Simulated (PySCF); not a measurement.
Simulated outer-valence photoelectron spectrum of `C=C=CCCl`. Method: EOM-IP-CCSD/aug-cc-pVDZ in PySCF, restricted Hartree–Fock reference, 9 core orbitals frozen, non-relativistic, gas phase, PBE0-D3(BJ)/def2-SVP geometry.

Each root has a Gaussian of 0.8 eV full width with its one-hole share as area; cross sections and vibrations are left out, and the highest printed point is 100.

(ionisation energy (eV), intensity): (8.8, 0), (9.0, 1), (9.2, 5), (9.4, 17), (9.6, 39), (9.8, 67), (10.0, 89), (10.2, 93), (10.4, 84), (10.6, 79), (10.8, 88), (11.0, 100), (11.2, 94), (11.4, 67), (11.6, 35), (11.8, 13), (12.0, 4), (12.2, 1), (12.4, 0), (12.6, 0), (12.8, 0), (13.0, 1), (13.2, 3), (13.4, 11), (13.6, 26), (13.8, 48), (14.0, 67), (14.2, 76), (14.4, 77), (14.6, 72), (14.8, 71), (15.0, 80), (15.2, 94), (15.4, 94), (15.6, 73), (15.8, 43), (16.0, 18), (16.2, 6), (16.4, 1), (16.6, 0)

**Question.** Where are the maxima, and how many lines lie under the curve?

**Answer.** 4 maxima, at 10.1, 11.1, 14.3 and 15.3 eV, from 8 lines. At this width some lines have no maximum of their own.

**Question.** List the lines with their holes.

**Answer.** 
```csv
E (eV),leading hole (HF orbital),area,Koopmans (eV)
9.94,HOMO,0.96,10.29
10.27,HOMO-1,0.96,10.61
10.98,HOMO-2,0.95,11.87
11.20,HOMO-3,0.95,12.09
14.01,HOMO-4,0.95,15.01
14.52,HOMO-5,0.94,15.82
15.21,HOMO-6,0.94,16.71
15.47,HOMO-7,0.93,17.04
```

The widest gap, 2.81 eV, lies between 11.20 and 14.01 eV. Only orbitals with −ε under 21 eV, eight at most, were ionised, so the high end of the curve may lack lines.

Conformer computed: `[CH2:1]=[C:2]=[CH:3][CH2:4][Cl:5]`: C2–C3–C4–Cl5 -119°.

One conformer stands for the species.
